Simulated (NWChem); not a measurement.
HS, doublet; SMILES [SH]

```xyz
2

S      0.0000     0.0000    -0.1024
H      0.0000     0.0000     1.2764
```
Atoms are numbered in this order, from 1.

Results from NWChem. Spin-unrestricted. The state is orbitally degenerate and is run as one real component. The geometry was optimised at PBE-D3(BJ)/def2-SVP, spin-unrestricted. No stability test was run on the SCF state. Fermi-contact couplings, non-relativistic, static geometry.

```json
[
 {"level": "TPSSh/IGLO-III", "A(iso) 33S atom 1 (MHz)": "35.0", "A(iso) 1H atom 2 (MHz)": "-35.4", "<S²>": "0.755"},
 {"level": "BHandHLYP/IGLO-III", "A(iso) 33S atom 1 (MHz)": "31.0", "A(iso) 1H atom 2 (MHz)": "-38.0", "<S²>": "0.755"},
 {"level": "PBE/IGLO-II", "A(iso) 33S atom 1 (MHz)": "-3.5", "A(iso) 1H atom 2 (MHz)": "-41.3", "<S²>": "0.753"},
 {"level": "PBE0/IGLO-II", "A(iso) 33S atom 1 (MHz)": "(withheld)", "A(iso) 1H atom 2 (MHz)": "(withheld)", "<S²>": "0.754"}
]
```

### Question
Some entries are withheld; supply them.

### Answer

- PBE0/IGLO-II, A(iso) 33S atom 1 (MHz): 5.9
- PBE0/IGLO-II, A(iso) 1H atom 2 (MHz): -42.8
